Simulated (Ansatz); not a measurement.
`CC(F)(Cl)Cl` → `FC(Cl)Cl` + `[CH2]` (triplet)  (formal loss of a carbene)

Isolated molecules relaxed with PBE0-D4/def2-TZVP in Ansatz; ΔE leaves out vibrations. CCSD(T)/CBS is the MP2 limit (def2-TZVPP, def2-QZVPP) plus CCSD(T) − MP2 in def2-TZVPP, frozen cores. This one scheme is used for every species. DFT in def2-TZVPP. Triplets are unrestricted, without spin–orbit coupling.

```
             level  ΔE (kJ/mol)  difference from CCSD(T)/CBS
           BLYP-D4        449.5                        -12.5
         r2SCAN-D4        439.9                        -22.1
            B97M-V        463.7                          1.7
        r2SCAN0-D4        435.2                        -26.8
          BHLYP-D4        440.1                        -21.9
            B2PLYP        448.7                        -13.3
            revPBE        427.8                        -34.2
              PBE0        449.6                        -12.4
           LC-ωPBE        447.2                        -14.8
RPA@PBE/def2-TZVPP        442.2                        -19.8
       HF/def2-SVP        320.0                       -142.0
SCS-MP2/def2-TZVPP        463.0                          1.0
     HF/def2-QZVPP        308.8                       -153.2
    MP2/def2-QZVPP        471.7                          9.7
      HF/CBS(def2)        308.8                       -153.2
    CCSD/CBS(def2)        449.5                        -12.5
       CCSD(T)/CBS        462.0                            0
```

Largest T1 diagnostic among the species: 0.011.

From r2SCAN to r2SCAN0 (25 % exact exchange), in def2-TZVPP and without D4, ΔE moves by −5.0 kJ/mol. At CCSD(T), def2-SVP lies −11.0 kJ/mol from the extrapolated value and def2-TZVPP −12.5 kJ/mol. The D4 term adds +11.9 kJ/mol with B3LYP and +6.3 kJ/mol with PBE0; it sums over pairs of atoms, weighted by their polarisabilities, and B3LYP, whose exchange is more repulsive, gets the larger term.

B3LYP here is the variant with VWN-RPA as its local correlation; programs differ in this.
